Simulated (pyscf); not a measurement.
Elementary routes open to H₃C–Al(CH₃)–F (SMILES [CH3][Al]([CH3])[F]) + H• (SMILES [H]) in the gas phase (doublet surface):
A. CH₄ (SMILES C) + [H₃C–Al–F]• (SMILES [CH3][Al][F]) (Al–C broken; C–H formed)
B. [H₃C–Al–CH₃]• (SMILES [CH3][Al][CH3]) + HF (SMILES F) (Al–F broken; F–H formed)

Structures and frequencies: ωB97X-D3(BJ)/def2-SVP in PySCF.

Question: Rank the routes by free-energy barrier at 600 K, lowest first, for ωB97M-D3(BJ)/def2-TZVP energies (ideal gas, 1 atm, RRHO with modes under 100 cm⁻¹ raised to 100, one conformer, R ln 2 for chiral ones without a mode under 150 cm⁻¹).

Answer: A (1.67 eV), B (2.10 eV)

Route A is the fastest of these, ahead of the next by 0.43 eV. The most stable products are those of A (ΔG = -0.99 eV), so kinetics and thermodynamics agree. At 1200 K A is still the fastest. B: On the product side the descent ends in an adduct with a Al–F contact, 0.24 eV under the separated species and 0.87 eV under the saddle at ωB97X-D3(BJ)/def2-TZVP. Only these routes are compared; each barrier is that of the saddle found, and lower ones may exist.
